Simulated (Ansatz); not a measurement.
Ideal-gas functions of `[AlH]1[SiH2][PH]1` at 500 K and 1 bar, from an Ansatz frequency run at PBE0-D4/def2-TZVP.

Molar mass 90.07 g/mol, point group C1 (symmetry number 1), electronic degeneracy 1, moments of inertia 88.126, 95.667, 174.169 u Å². Harmonic wavenumbers (cm⁻¹, unscaled): 263, 315, 358, 374, 422, 463, 498, 526, 636, 735, 916, 1951, 2208, 2227, 2251.

Use S(trans) = R[1.5 ln M + 2.5 ln T − 1.1517]; rotational temperatures θ = 24.2544 K / I; S(rot) = R[ln(√π/σ · √(T³/θAθBθC)) + 1.5]; for each mode x = 1.438777 ν̃/T, S = R[x/(eˣ − 1) − ln(1 − e⁻ˣ)] and H = RT x/(eˣ − 1); 1 cm⁻¹ = 0.0119627 kJ/mol; R = 8.31446 J/(mol·K).

Q: By hand: the entropy, in J/(mol·K).

A: Translation 175.7. Rotation: θ = 0.2752, 0.2535, 0.1393 K, giving 114.0. Vibration, mode by mode: 10.83, 9.41, 8.43, 8.09, 7.19, 6.52, 6.00, 5.62, 4.36, 3.48, 2.31, 0.20, 0.11, 0.10, 0.10, in all 72.7. Electronic 0.0. Sum 362.4 J/(mol·K).

Q: By hand: H − E and G − E in kJ/mol, counted from the electronic energy.

A: Zero-point energy ½ × 14143 × 0.0119627 = 84.6; thermal vibration 21.5; translation, rotation and pV give 4 RT = 16.6. H − E = 122.7 kJ/mol, and G − E = 122.7 − 500 × 362.4/1000 = -58.5 kJ/mol.

Vibration gives 20 % of the entropy. The sum counts one conformer and one mirror image; others add a mixing term.
